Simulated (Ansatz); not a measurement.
FH₄PSi (`F[SiH2]P`), relaxed with RKS PBE0-D4/def2-TZVP in the Gaussian-basis code of Ansatz from a PBE-D4/def2-SVP geometry. The force threshold is 0.005 eV/Å; the program also tests the step.

The species carries charge 0 and has multiplicity 1.

Start:

```xyz
7

F     0.940   -0.222   -1.917
Si    0.736    0.012   -0.305
P    -1.339   -0.706    0.275
H     1.742   -0.827    0.434
H     0.982    1.470   -0.029
H    -1.958    0.543   -0.090
H    -1.104   -0.271    1.632
```

```csv
step,energy (eV),largest force (eV/Å),largest move (Å)
1,-19942.3766,1.098,0.000
2,-19942.4111,0.634,0.036
3,-19942.4188,0.150,0.035
4,-19942.4209,0.086,0.079
5,-19942.4221,0.024,0.042
6,-19942.4224,0.029,0.010
7,-19942.4224,0.002,0.006
```

End:

```xyz
7

F     0.939   -0.235   -1.874
Si    0.730    0.015   -0.305
P    -1.328   -0.682    0.258
H     1.724   -0.804    0.433
H     0.973    1.458   -0.060
H    -1.941    0.558   -0.066
H    -1.097   -0.309    1.613
```

It took 18 s on 2 threads of an Arm Neoverse V1 on a shared host, with 0.23 GiB of host memory at the peak.
